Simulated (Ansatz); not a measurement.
# How the cohesive energy of 1T (CdI2-type) TiTe2 moves with the method

No measured value is used here.

```csv
level (code),value (eV/atom),cell (Å³/atom)
LDA (Ansatz),5.07,24.59
PBE (Ansatz),4.07,28.48
PBEsol (Ansatz),4.54,25.42
PBE-D3(BJ) (Ansatz),4.57,25.20
r²SCAN (Ansatz),3.90,28.81
r²SCAN+rVV10 (Ansatz),4.14,27.32
```

Free atoms are spin-polarised, in the lowest state found; at levels without +SOC their spin–orbit coupling is left out.  Density-functional levels without +SOC have no spin–orbit coupling, which shifts binding energies of heavy elements. LDA: LDA has no dispersion term either, though it tends to give short spacings of layers, chains or molecules. PBE, r²SCAN: for a layered or molecular solid the relaxed cell lies over 5 % above the published volume, where the minimum can be shallow. PBE, PBEsol, r²SCAN: the cell comes from a level without a dispersion term, which matters for the spacing of layers, chains or molecules. Each level is taken at its own relaxed cell. Cutoffs differ between the levels. Ansatz's density-functional and Hartree–Fock values are scalar-relativistic unless marked +SOC, with PAW data made under PBE.

Ansatz is a first-principles code.
